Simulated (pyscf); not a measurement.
F–SiH₃ + H₂O -> HO–SiH₂–F + H₂, a four-centre exchange (singlet surface; H–Si, H–O broken, O–Si, H–H formed). Structures and frequencies: ωB97X-D3(BJ)/def2-SVP in PySCF. Energies in eV from the separated reactants.

Small-basis levels: PySCF, no dispersion term, spherical d functions. AM1 to PM7: differences of heats of formation from MOPAC, which are fitted to 298 K values and so differ in kind from electronic energies by zero-point and thermal terms. GFN2-xTB: tblite. Cost: rough CPU time at the saddle relative to B3LYP/6-31G*, from one job on a shared machine.

| level | barrier | reaction energy | cost |
|---|---|---|---|
| HF/STO-3G | 3.01 | -0.36 | 0.06 |
| SVWN5/6-31G* | 0.45 | -1.17 | 1 |
| BP86/6-31G* | 1.09 | -1.08 | 1 |
| PBE/6-31G* | 1.00 | -1.08 | 2 |
| B3LYP/STO-3G | 1.47 | -0.72 | 0.7 |
| B3LYP/3-21G | 0.73 | -1.39 | 0.8 |
| B3LYP/6-31G* | (withheld) | -1.08 | 1 |
| M06-2X/6-31G* | 1.24 | -1.14 | 2 |
| B3LYP/6-311+G** | 1.50 | -0.72 | 2 |
| B3LYP/def2-SVP | 1.17 | -0.92 | 1 |
| GFN2-xTB | 1.56 | -0.80 | under 0.02 |
| AM1 | 2.10 | -0.60 | under 0.02 |
| ωB97M-D3(BJ)/def2-TZVP | (withheld) | -0.99 | – |

**Question.** Fill in the missing entries.

**Answer.** 
- B3LYP/6-31G*, barrier: 1.33
- ωB97M-D3(BJ)/def2-TZVP, barrier: 1.22

Against the last row the barrier runs from -0.77 (SVWN5/6-31G*) to +1.78 eV (HF/STO-3G). ωB97M-D3(BJ)/def2-TZVP has limits of its own. This is the saddle that the search found; another between the same sides may lie lower.
